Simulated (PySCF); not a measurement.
# Isomers of C3H7NO: computed energies against enthalpies of formation

**Experimental background.**

From CRC Handbook of Chemistry and Physics, for the gas at 298.15 K: enthalpy of formation of `CCC(N)=O` (propionamide) -259 kJ/mol; enthalpy of formation of `CN(C)C=O` -192.4 kJ/mol.

How close the calculation comes is told at the end.

Differences of these values give the isomerisation enthalpies. Geometries: GFN2-xTB; runs in PySCF, gas phase, with a dispersion term only where the level names one. Total electronic energies (Eh):

| SMILES | PBE0/pcSseg-1 | CAM-B3LYP/def2-SVPD |
| --- | --- | --- |
| CCC(N)=O | -248.21945 | -248.25057 |
| CN(C)C=O | -248.19907 | -248.22818 |

Zero-point and thermal terms are left out, so the computed numbers are electronic energies.

## Comparison

Relative to `CCC(N)=O`, the lowest by measurement, in kJ/mol (measured: enthalpies at 298.15 K; computed: electronic energies):

```json
{"SMILES": "CCC(N)=O", "measured": "0.0", "PBE0/pcSseg-1": "0.0", "CAM-B3LYP/def2-SVPD": "0.0"}
{"SMILES": "CN(C)C=O", "measured": "66.6", "PBE0/pcSseg-1": "53.5", "CAM-B3LYP/def2-SVPD": "58.8"}
```

Measured values: -259 kJ/mol (298.15 K; CRC Handbook of Chemistry and Physics) for the first row; the others come from the same table. Unsigned miss: CAM-B3LYP/def2-SVPD 7.8, PBE0/pcSseg-1 13.1 kJ/mol. One conformer stands for `CCC(N)=O` and `CN(C)C=O`, not necessarily the lowest, while the measurement averages over conformers. Where a level misses, the cause wasn't examined.

The values belong to the conformer `[CH3:1][CH2:2][C:3]([NH2:4])=[O:5]`: C1–C2–C3–N4 180°, H–N4–C3–C2 0°, H–N4–C3–C2 180°.
